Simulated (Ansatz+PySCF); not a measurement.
A calculation with PySCF 2.14.0.

```python
from pyscf import gto, scf

mol = gto.M(atom="""
O 0.000000 0.000000 -1.307100
O 0.000000 0.000000 1.307100
O 30.000000 0.000000 -0.891210
O 30.000000 0.000000 0.891210
""", basis='6-31g', charge=0, spin=4)
mf = scf.UHF(mol)
mf.init_guess = 'minao'
mf.kernel()
while True:  # follow internal instabilities
    mo, _, stable, _ = mf.stability(return_status=True)
    if stable: break
    mf.kernel(mf.make_rdm1(mo, mf.mo_occ))
print(mf.converged, mf.e_tot, mf.spin_square()[0])
```

The script is written out from the run's settings.

The run gave:

```json
{"Converged": "yes", "Total energy": "-299.10122 hartree", "Spin squared of the determinant": "7.805"}
```

Caution: the unrestricted determinant is a mixture of spin states; the determinant breaks the point group.
